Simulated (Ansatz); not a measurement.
## Ansatz (development build ahead of 0.2.0) run

```yaml
crystal:
  periodic: [false, false, false]
  atoms:
    - { symbol: "N", position_ang: [-0.00473, 0.01386, 0.51502] }
    - { symbol: F, position_ang: [1.24016, -0.02716, -0.15638] }
    - { symbol: F, position_ang: [-0.59287, 1.01203, -0.09953] }
    - { symbol: F, position_ang: [-0.58852, -1.09244, -0.09591] }
basis:
  gaussian: { orbitals: STO-3G }
hamiltonian:
  xc: hf
```

The input is written out in the form of the current development build from the run's settings.

Output:

```
Converged                       : yes
Total energy                    : -347.74620 hartree
Spin squared of the determinant : 0.000
```
